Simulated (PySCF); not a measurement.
Species: 1,1,1-trichloro-2-fluoroethane (`FCC(Cl)(Cl)Cl`). The columns A, B, C and D hold Mulliken, IAO, Hirshfeld and ESP-fitted charges (e) of one PBE0/pcSseg-1 density (PySCF), in a shuffled order. Coordinates in Å (GFN2-xTB); the density's dipole moment is (1.00, 1.40, 0.01) D.

| atom | x | y | z | A | B | C | D |
| --- | --- | --- | --- | --- | --- | --- | --- |
| F1 | 1.275 | -1.284 | -0.015 | -0.304 | -0.117 | -0.104 | -0.302 |
| C2 | 0.836 | 0.003 | -0.004 | +0.322 | -0.098 | +0.001 | +0.038 |
| C3 | -0.689 | 0.049 | -0.002 | -0.431 | -0.492 | +0.087 | +0.006 |
| Cl4 | -1.340 | -0.757 | 1.439 | +0.050 | +0.112 | -0.031 | -0.021 |
| Cl5 | -1.344 | -0.733 | -1.454 | +0.049 | +0.112 | -0.031 | -0.022 |
| Cl6 | -1.181 | 1.757 | 0.012 | +0.037 | +0.075 | -0.024 | -0.032 |
| H7 | 1.225 | 0.495 | -0.902 | +0.139 | +0.203 | +0.051 | +0.167 |
| H8 | 1.227 | 0.480 | 0.901 | +0.139 | +0.205 | +0.051 | +0.167 |

Question: Which column most likely holds the ESP-fitted charges?

Answer: B. Σ q r misses the density's dipole by 0.05 D (B), 0.92 D (C), 1.16 D (D), 1.18 D (A). Charges fitted to the outside potential are the only set here that is tied to the molecule's multipoles.

Question: And the Hirshfeld charges?

Answer: C. The mean sizes are 0.048 e (C), 0.094 e (D), 0.177 e (B), 0.184 e (A), and Hirshfeld charges are commonly the smallest of these schemes.

As computed, A = Mulliken, B = ESP-fitted, C = Hirshfeld, D = IAO. Hydrogens on carbon: Mulliken +0.14 to +0.14, ESP-fitted +0.20 to +0.20, Hirshfeld +0.05 to +0.05, IAO +0.17 to +0.17 e.

The Mulliken scheme counts on each atom the diagonal of the density matrix times the overlap matrix over that atom's basis functions. The ESP scheme is a least-squares fit of atom-centred charges to the potential on four shells outside the van der Waals surface, with the total charge fixed.

Isolated species at its GFN2-xTB geometry, gas phase.

Conformer computed: `[F:1][CH2:2][C:3]([Cl:4])([Cl:5])[Cl:6]`: F1–C2–C3–Cl4 61°.
